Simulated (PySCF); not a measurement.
A side-by-side comparison of computed properties.

First species: chloroethene, C2H3Cl.
Atom-mapped SMILES: `[CH2:1]=[CH:2][Cl:3]` (hydrogens: H4, H5 on C1; H6 on C2)

Cartesian coordinates in Å at the GFN2-xTB level; atoms count from 1:
```
atom  x, y, z in Å
C1    -0.6126    0.0364   -0.4049
C2     0.4797    0.1305    0.3258
Cl3    1.4081   -1.2383    0.7998
H4    -1.1636    0.9188   -0.6782
H5    -0.9920   -0.9088   -0.7515
H6     0.8835    1.0633    0.6875
```

Second species: C4H12SSi2.
SMILES: `CC(=S)[SiH2]CC[SiH3]`

Levels: PBE0/pcSseg-1 for dipole moment, HOMO energy, LUMO energy and HOMO–LUMO gap; GFN2-xTB for rotational constant A and rotational constant C. Geometries: GFN2-xTB. Each species is one conformer at its optimised geometry, gas phase, non-relativistic unless stated. Electronic properties by PySCF.

Dipoles, sizes and rotational constants follow the conformer. The torsions of the flexible species, by atom-mapped SMILES:
- `[CH3:1][C:2](=[S:3])[SiH2:4][CH2:5][CH2:6][SiH3:7]`: C1–C2–Si4–C5 -80°, C2–Si4–C5–C6 -59°, Si4–C5–C6–Si7 180°

```csv
property,column X,column Y
dipole moment,2.23 D,1.50 D
HOMO energy,-6.22 eV,-7.62 eV
LUMO energy,-2.37 eV,-0.19 eV
HOMO–LUMO gap,3.85 eV,7.43 eV
rotational constant A,2.160 GHz,57.985 GHz
rotational constant C,0.591 GHz,5.516 GHz
```

**Question.** Which column belongs to which species?

**Answer.** Column X is the second species and column Y the first. The first has 6 atoms and 32 electrons, the second 19 and 80.

**Question.** How does each property change from the first species to the second?

**Answer.** dipole moment +0.73 D; HOMO energy +1.40 eV; LUMO energy -2.18 eV; HOMO–LUMO gap -3.58 eV; rotational constant A -55.825 GHz; rotational constant C -4.925 GHz.

On the first: The dipole equals about 5.0 × 10⁻³⁰ C·m (1 D = 3.33564 × 10⁻³⁰ C·m).

On the second: A dipole of 2.23 D is allowed in C1, and pure rotational transitions are dipole-allowed. In atomic units the dipole is 0.88 e·bohr (1 au = 2.5417 D).
